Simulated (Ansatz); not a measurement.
# C2H3Cl (SMILES C=CCl): functionals against CCSD(T) at one geometry

An exercise on one series of results from a longer session: the logs are not shown, and one member is left open.

Program: Ansatz 0.2.0, Gaussian basis. Level of theory: single points in def2-TZVPP. These are calculated values, not measurements.

Cores are frozen in the correlated methods.

**The system as given**

SMILES `C=CCl`, 6 atoms, charge 0, spin multiplicity 1.

Atoms are counted from 1 here; the program's logs count them from 0.

Bond lengths: C1–C2 1.274 Å, C1–H4 1.051 Å, C1–H5 1.027 Å, C2–Cl3 1.674 Å, C2–H6 1.095 Å. Angles: C2–C1–H4 121.2°, C2–C1–H5 122.9°, H4–C1–H5 115.9°, C1–C2–Cl3 123.9°, C1–C2–H6 122.6°, Cl3–C2–H6 113.5°.

As a file:

```xyz
6
charge 0, multiplicity 1
C    -0.41960    0.20800   -0.52750
C     0.37470   -0.02910    0.43980
Cl    0.87060   -1.56430    0.88550
H    -0.84080   -0.57390   -1.09000
H    -0.72710    1.15560   -0.77710
H     0.79970    0.76550    1.06180
```

The first run:

The input, run/in.yaml:

```yaml
crystal:
  periodic: [false, false, false]
  atoms:
    - {symbol: C, position_ang: [-0.419600, 0.208000, -0.527500]}
    - {symbol: C, position_ang: [0.374700, -0.029100, 0.439800]}
    - {symbol: Cl, position_ang: [0.870600, -1.564300, 0.885500]}
    - {symbol: H, position_ang: [-0.840800, -0.573900, -1.090000]}
    - {symbol: H, position_ang: [-0.727100, 1.155600, -0.777100]}
    - {symbol: H, position_ang: [0.799700, 0.765500, 1.061800]}
basis:
  gaussian: {orbitals: def2-TZVPP}
correlation: {method: ccsd_t}
output: {forces: true}
```

The command line of these runs was not kept.

Steps of the session up to this table: CCSD(T)/def2-TZVPP; PBE0-D4/def2-TZVPP; wB97M-V/def2-TZVPP; r2SCAN-D4/def2-TZVPP; PBE-D4/def2-TZVPP; BHLYP-D4/def2-TZVPP; r2SCAN0-D4/def2-TZVPP.

One table of the session follows, with a row left open; its other results are not shown here.

| method | RMS force component (eV/Å) | angle to CCSD(T) forces (°) | dipole (D) |
| --- | --- | --- | --- |
| CCSD(T) | 1.355 | reference | 1.26 |
| PBE0-D4 | 1.138 | 7.9 | 1.28 |
| wB97M-V | 1.149 | 8.5 | 1.28 |
| r2SCAN-D4 | ? | ? | ? |
| PBE-D4 | 1.264 | 8.0 | 1.17 |
| BHLYP-D4 | 1.057 | 11.9 | 1.35 |
| r2SCAN0-D4 | 1.091 | 8.4 | 1.32 |

**Question.** Estimate the row for r2SCAN-D4.

As computed: RMS force component (eV/Å): 1.181; angle to CCSD(T) forces (°): 6.1; dipole (D): 1.26. In the column «RMS force component (eV/Å)» it lies between wB97M-V (1.149) and PBE-D4 (1.264).
